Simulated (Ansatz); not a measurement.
| atom | x (Å) | y (Å) | z (Å) |
| --- | --- | --- | --- |
| C | 0.0000 | 0.6250 | -1.2300 |
| C | 0.0000 | -0.6250 | -1.2300 |
| C | 0.0000 | 1.4600 | -0.1300 |
| C | 0.0000 | -1.4600 | -0.1300 |
| C | 0.0000 | 0.7000 | 1.0500 |
| C | 0.0000 | -0.7000 | 1.0500 |
| H | 0.0000 | 2.5492 | -0.1720 |
| H | 0.0000 | -2.5492 | -0.1720 |
| H | 0.0000 | 1.2219 | 2.0069 |
| H | 0.0000 | -1.2219 | 2.0069 |

RHF on singlet C6H4 was run in several spherical basis sets with Ansatz (development build ahead of 0.2.0).

Task: Rank the basis sets by the total energy that they give, lowest first, with the distance from the lowest.
A. cc-pVDZ
B. 6-31G(d)
C. def2-SVP

Result: A (0.00 eV), B (0.56 eV), C (5.12 eV).

Totals follow the description of the cores as much as that of the bonds, so this order isn't one of quality for chemistry.
